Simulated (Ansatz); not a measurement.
Basis-set extrapolation for C₄H₈N₂, SMILES `CNCC=C=N` (PBE0-D4/def2-TZVP geometry, frozen core, Ansatz). Multiplicity 1, RHF reference.

```tsv
	def2-TZVPP	def2-QZVPP
HF	-265.064285	-265.076456
MP2 correlation	-1.068865	-1.139261
CCSD(T) correlation	-1.158935	not run
```

Energies in hartree. Use E(X) = E(∞) + A·exp(−7.88·√X) for Hartree–Fock and E(X) = E(∞) + B·X^(−2.97) for correlation, with X = 3 and 4, and add CCSD(T) minus MP2 of the smaller set to the MP2 limit.

Q: What is the CCSD(T) energy at the basis-set limit?

A: HF limit: -265.076456 + (-0.012171) × 0.13774 = -265.07813. MP2 limit: -1.139261 + (-0.070396) × 0.74074 = -1.19141. Higher-order term: -1.158935 − (-1.068865) = -0.09007. Total: -266.35961 hartree, 85.6 kcal/mol below CCSD(T)/def2-TZVPP.
